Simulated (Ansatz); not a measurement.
Results of Hartree–Fock (plane waves, PAW; Ansatz, an electronic-structure program) for cubic perovskite SrTiO3 (cubic form, which distorts at low temperature).

Numerical settings: plane-wave cutoff 460 eV, 6×6×6 k mesh, Fermi–Dirac smearing 0.01 eV, no spin polarisation, scalar-relativistic PAW data made under PBE.

Pressure at four volumes; x = ln(V/11.955 Å³). One pressure is withheld.

| V (Å³/atom) | x | P (GPa) |
|---|---|---|
| 11.347 | -0.0522 | ? |
| 11.646 | -0.0262 | 5.72 |
| 11.955 | 0.0000 | -0.15 |
| 12.542 | 0.0479 | -9.35 |

Pass a parabola P(x) through the three rows shown, estimate the bulk modulus and its pressure derivative near zero pressure, and predict the withheld pressure.

Slopes between the rows: (-0.15 − (5.72))/(0.0000 − (-0.0262)) = -224.05 and (-9.35 − (-0.15))/(0.0479 − (0.0000)) = -192.07 GPa. Their difference over the span 0.0741 is c = 31.98/0.0741 = 431.6 GPa, so P(x) = 5.72 + (-224.05)(x − (-0.0262)) + 431.6 (x − (-0.0262))(x − (0.0000)). At the middle row B = −dP/dx = −[-224.05 + 431.6 × 0.0262] = 212.7 GPa, and B′ = dB/dP = 2c/B = 4.1. At x = -0.0522 the parabola gives 12.13 GPa; the run gives 12.18 GPa. The Birch–Murnaghan fit to the energies at all volumes has B0 = 213 GPa and B′ = 4.1.

Measured, for comparison: bulk modulus 172 GPa (room temperature, not corrected to a static lattice, Murnaghan fit, sources range from 165 to 179; as tabulated in Guennou et al. (2010), arXiv:0910.0710). Computed less measured: bulk modulus +24 % (+19 % to +29 % over the range).

Note: the relaxation could not lower the start's symmetry, so the cell can be a saddle point above a distorted one.
